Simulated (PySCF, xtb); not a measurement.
hydrogen fluoride (FH), SMILES F.

GFN2-xTB run with xtb 6.7.1 at its own geometry gives an orbital gap of 16.52 eV and a dipole moment of 2.53 D.

Coordinates come from a B3LYP-D3(BJ)/def2-TZVPD optimisation.

Task: What does CAM-B3LYP/def2-TZVPD in PySCF give? (An estimate is asked for; the answer gives what the named calculation found.)

Result: gap 14.32 eV (levels -13.48 and 0.85 eV), dipole 1.84 D.
